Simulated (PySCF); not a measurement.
Species: 1-chloro-2,2-difluoroethylene, C2HClF2.
Atom-mapped SMILES: `[F:1][C:2]([F:3])=[CH:4][Cl:5]`

Lines to be assigned: C 1s: 292.66 (area 1), 295.90 (area 1) eV; F 1s: 694.46 (area 1), 694.56 (area 1) eV; Cl 1s: 2829.72 eV; Cl 2p3/2: 207.09 eV.

Computed with delta-SCF UKS SCAN, pcX-2 on the ionised atom, pcseg-1 elsewhere, spin-free X2C (PySCF). Isolated species at its GFN2-xTB geometry, gas phase.

**Question.** Assign the C 1s lines to atoms.

**Answer.** 292.66 eV: C4 (vinylic C–Cl carbon); 295.90 eV: C2 (=CF2 carbon). Lowest listed C 1s: C4, bonded to Cl, C (double bond) and H. Highest, 3.24 eV above it: C2, bonded to 2 F and C (double bond).

Bonded neighbours of each site: F1: C; C2: 2 F and C (double bond); F3: C; C4: Cl, C (double bond) and H; Cl5: C.

**Question.** Which effective nuclear charge Zeff reproduces each element's mean 1s value in the hydrogen-like formula E = 13.606 eV × Zeff²?

**Answer.** C (Z = 6): mean 294.3 eV, Zeff = 4.65, Z − Zeff = 1.35; F (Z = 9): mean 694.5 eV, Zeff = 7.14, Z − Zeff = 1.86; Cl (Z = 17): mean 2829.7 eV, Zeff = 14.42, Z − Zeff = 2.58. Means run over the listed sites, weighted by atom count.

For 2p shells one spin-free hole was relaxed; a mean-field spin–orbit operator and the ground-state splitting of the three 2p orbitals were then diagonalised within the shell. The shell's mean is (2 × 2p3/2 + 2p1/2)/3, and the degeneracies 2j + 1 give areas of 2:1. 2p1/2 minus 2p3/2 (ligand field included): Cl 1.66 eV.

Time: 19 s wall. Hardware: x86-64 server, one thread (shared host).
